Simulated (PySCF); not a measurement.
# C2H2F: the cost of one run

Programs: PySCF 2.14.0. All values are calculated, for the isolated system unless a continuum is named. Atoms count from 0, parts from 1.

## Step 1: Starting point

5 atoms, charge -1, multiplicity 1; geometry: GFN2-xTB. Parts: 1 = atoms 0–3, `C#C`, charge 0; 2 = atom 4, `[F-]`, charge -1.

## Step 2: Geometry optimisation at PBE0-D3(BJ)/def2-TZVPD

What the job is given:

```
{"job": {"xc": "PBE0", "basis": "def2-TZVPD", "d3": "d3bj", "grid": 3, "kind": "geom", "shake": 0.01}, "charge": -1, "multiplicity": 1, "parts": [{"atoms": "0-3", "charge": 0, "multiplicity": 1}, {"atoms": "4-4", "charge": -1, "multiplicity": 1}]}
C     -0.594889     0.013590     0.033674
C      0.541552    -0.087291    -0.234487
H     -1.661021     0.144297     0.251545
H      1.641762    -0.191774    -0.474746
F      3.214538    -0.369372    -0.843891
```

Launch:

```sh
OMP_NUM_THREADS=1 python cluster_run.py task.json out
```

This one command runs all jobs of the session in turn.

**Question.** How long does this first job take on 1 thread of Arm Neoverse N1, shared host, and how much memory does it need?

About 66 s, with a peak of 0.53 GiB.
